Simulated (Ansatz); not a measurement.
The input, for Ansatz 0.2.0:

```yaml
crystal:
  periodic: [false, false, false]
  atoms:
    - {symbol: B, position_ang: [0.000000, -0.085584, 1.562986]}
    - {symbol: Al, position_ang: [0.000000, 0.150021, -0.500263]}
    - {symbol: H, position_ang: [0.000000, -3.097964, -3.372802]}
basis:
  gaussian: {orbitals: "6-31++G**"}
magnetization: {spin_polarized: false, initial_magnetization: 1}
hamiltonian: {pseudopotentials: {relativity: scalar}}
correlation: {active_space: {ras: {orbitals: [3, 1, 38], electrons: 7, max_holes: 2, max_particles: 2}, fixed_orbitals: true}}
```

```sh
$ ansatz run in.yaml --threads 1 --pin off --events-out ev --progress --plain --max-ram 2393MiB
```

The program prints:

```
399 factors; integrals over basis functions are off by at most 1.4e-3 eV
mean field evaluation 1: about -7268.1189 eV, gradient 1.2e1 eV
mean field evaluation 2: about -7268.1262 eV, gradient 1.2e1 eV
mean field evaluation 4: about -7271.1220 eV, gradient 1.0e1 eV
mean field evaluation 8: about -7272.4665 eV, gradient 3.5e0 eV
mean field evaluation 16: about -7272.5916 eV, gradient 2.4e-3 eV
mean field evaluation 32: about -7272.9620 eV, gradient 5.2e-2 eV
mean field evaluation 64: about -7270.5557 eV, gradient 1.5e0 eV
mean field evaluation 96: about -7269.7687 eV, gradient 1.9e0 eV
mean field evaluation 128: about -7270.6767 eV, gradient 7.3e-1 eV
mean field evaluation 160: about -7272.9617 eV, gradient 8.8e-2 eV
mean field evaluation 192: about -7272.5761 eV, gradient 9.0e-1 eV
mean field evaluation 224: about -7272.5905 eV, gradient 3.0e-1 eV
mean field -7272.96202314 eV, -267.2764245597 hartree, gradient 2.4e-6 eV, S^2 0.750000; 11 other end points of the search recorded, 0 dependent functions left out
reference -7272.96202314 eV, -267.2764245597 hartree; 10, 9 occupied and 38, 39 virtual orbitals, 399 factors
state -7276.23596064 eV, -267.3967395436 hartree
Total energy: -7276.23596064 eV, -267.3967395436 hartree
Relativity: scalar
```

Ran on 1 thread of Arm Neoverse V2, shared host: 2.1 s wall, 0.09 GiB peak host memory.
